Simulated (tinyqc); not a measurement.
RKS/BP86 in the sto-6g basis, for OH-, spin multiplicity 1, step by step. The basis has no diffuse functions, so it cannot describe the extra electron: this is an exercise in the method, not the real anion. One step of it, computed by the program tinyqc.

Question. Iteration 2: diagonalisation and new density. Diagonalise F' = X^T F X, C = X C', fill 5 alpha and 5 beta electrons from the bottom; D = 2 C_occ C_occ^T. Each column has its largest component positive (the first on a tie).

extrapolated F (hartree), order 1O 1s, 1O 2s, 1O 2px, 1O 2py, 1O 2pz, 2H 1s:
```
[[-18.475701, -4.519705, 0.000000, 0.000000, 0.004276, -0.126698],
 [-4.519705, -1.527697, 0.000000, 0.000000, 0.045806, -0.086510],
 [0.000000, 0.000000, 0.178942, -0.004676, 0.000000, 0.000000],
 [0.000000, 0.000000, -0.004676, 0.111196, 0.000000, 0.000000],
 [0.004276, 0.045806, 0.000000, 0.000000, 0.194075, -0.029322],
 [-0.126698, -0.086510, 0.000000, 0.000000, -0.029322, 0.568912]]
```

X, order 1O 1s, 1O 2s, 1O 2px, 1O 2py, 1O 2pz, 2H 1s:
```
[[-0.730200, 0.340671, 0.000000, 0.000000, -0.308888, 0.558655],
 [0.808942, -0.122810, 0.000000, 0.000000, -0.137957, 0.615542],
 [0.000000, 0.000000, -0.158568, 0.987348, 0.000000, 0.000000],
 [0.000000, 0.000000, 0.987348, 0.158568, 0.000000, 0.000000],
 [0.146876, 0.722943, 0.000000, 0.000000, 0.672568, 0.119696],
 [-0.359622, -0.672709, 0.000000, 0.000000, 0.591551, 0.299173]]
```

Give: F' = X^T F X; orbital energies; coefficients C; D after iteration 2.

Answer.

F' = X^T F X (hartree):
```
[[-5.4367, 3.2861, 0.0000, 0.0000, -3.4033, 6.7671],
 [3.2861, -1.3639, 0.0000, 0.0000, 1.7660, -4.0448],
 [0.0000, 0.0000, 0.1144, -0.0150, 0.0000, 0.0000],
 [0.0000, 0.0000, -0.0150, 0.1758, 0.0000, 0.0000],
 [-3.4033, 1.7660, 0.0000, 0.0000, -1.8634, 4.5955],
 [6.7671, -4.0448, 0.0000, 0.0000, 4.5955, -9.4687]]
```

orbital energies (hartree): [-18.4794, -0.4492, 0.1109, 0.1793, 0.1898, 0.6061]

coefficients C, order 1O 1s, 1O 2s, 1O 2px, 1O 2py, 1O 2pz, 2H 1s:
```
[[0.9965, -0.2509, 0.0000, 0.0000, -0.0143, 0.0239],
 [0.0147, 1.0238, 0.0000, 0.0000, 0.0557, -0.1262],
 [0.0000, 0.0000, 0.0685, 0.9976, 0.0000, 0.0000],
 [0.0000, 0.0000, 0.9976, -0.0685, 0.0000, 0.0000],
 [-0.0002, -0.0716, 0.0000, 0.0000, 0.9744, -0.2372],
 [-0.0010, 0.0127, 0.0000, 0.0000, 0.1364, 1.0013]]
```

D after iteration 2, order 1O 1s, 1O 2s, 1O 2px, 1O 2py, 1O 2pz, 2H 1s:
```
[[2.1124, -0.4860, 0.0000, 0.0000, 0.0077, -0.0122],
 [-0.4860, 2.1029, 0.0000, 0.0000, -0.0380, 0.0412],
 [0.0000, 0.0000, 2.0000, 0.0000, 0.0000, 0.0000],
 [0.0000, 0.0000, 0.0000, 2.0000, 0.0000, 0.0000],
 [0.0077, -0.0380, 0.0000, 0.0000, 1.9093, 0.2640],
 [-0.0122, 0.0412, 0.0000, 0.0000, 0.2640, 0.0375]]
```
